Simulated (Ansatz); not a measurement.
Geometry optimisation, RKS B3LYP-D4/def2-SVP in Ansatz 0.2.0.

Input:

```yaml
crystal:
  periodic: [false, false, false]
  atoms:
    - { symbol: Al, position_ang: [-1.131895, 0.003983, 0.543085] }
    - { symbol: H, position_ang: [1.583191, -0.000259, 1.040549] }
    - { symbol: H, position_ang: [1.617841, -0.001484, 0.321855] }
    - { symbol: H, position_ang: [-0.499937, -0.00224, -0.999389] }
basis:
  gaussian: { orbitals: def2-SVP }
hamiltonian:
  xc: b3lyp
  dispersion: d4
relax:
  f_tol: 0.03
  max_steps: 50
```

Command:

```bash
$ ansatz run input.yaml --threads 1 --pin off --max-ram 2048MiB --backend cpu --events-out ev --progress --plain --runs-dir out
```

Q: Where does it end, and by what steps?

A: It converged. After 3 steps the energy has fallen by 0.042 eV; H3 moved furthest, 0.11 Å.

```tsv
step	energy less start (eV)	largest force component (eV/Å)	accepted
0	0.0000	1.806	yes
1	-0.0406	0.063	yes
2	-0.0411	0.054	yes
3	-0.0421	0.025	yes
```

```xyz
4
Properties=species:S:1:pos:R:3
Al -1.050 0.004 0.569
H 1.528 0.000 1.042
H 1.520 -0.002 0.273
H -0.429 -0.002 -0.978
```

Whether the end is a true minimum wasn't checked by a vibrational analysis.

Run time: 1.2 s on 1 thread of Intel(R) Xeon(R) 6975P-C (Granite Rapids), with other jobs on the host, peak memory 0.093 GiB.
